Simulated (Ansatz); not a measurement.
The input, for Ansatz 0.2.0:

```yaml
crystal:
  periodic: [false, false, false]
  atoms:
    - {symbol: N, position_ang: [0.000000, -0.176115, 0.698274]}
    - {symbol: O, position_ang: [0.000000, 0.150778, -0.615224]}
    - {symbol: H, position_ang: [0.000000, 0.752120, 1.135262]}
    - {symbol: H, position_ang: [0.000000, -0.698120, -1.073059]}
basis:
  gaussian: {orbitals: cc-pVTZ}
total_charge: 1
magnetization: {spin_polarized: true, initial_magnetization: 2}
hamiltonian: {xc: hf}
output: {orbitals: {seedname: orbitals}}
```

```sh
$ ansatz run in.yaml --threads 1 --pin off --events-out ev --progress --plain --max-ram 2816MiB --backend cpu
```

Output:

```
555 factors; their error is unknown
mean field evaluation 1: about -3535.8912 eV, gradient 2.9e1 eV
mean field evaluation 2: about -3537.4038 eV, gradient 2.0e1 eV
mean field evaluation 4: about -3538.9415 eV, gradient 2.0e0 eV
mean field evaluation 8: about -3539.0626 eV, gradient 2.0e-1 eV
mean field evaluation 16: about -3536.7436 eV, gradient 1.5e1 eV
mean field -3539.09171296 eV, -130.0592215687 hartree, gradient 2.3e-5 eV, S^2 2.019606; 0 other end points of the search recorded, 0 dependent functions left out
reference -3539.09171296 eV, -130.0592215687 hartree; 9, 7 occupied and 79, 81 virtual orbitals, 555 factors
Total energy: -3539.09171296 eV, -130.0592215687 hartree
```

Ran on 1 thread of AMD EPYC 7R13, shared host: 0.4 s wall, 0.15 GiB peak host memory.
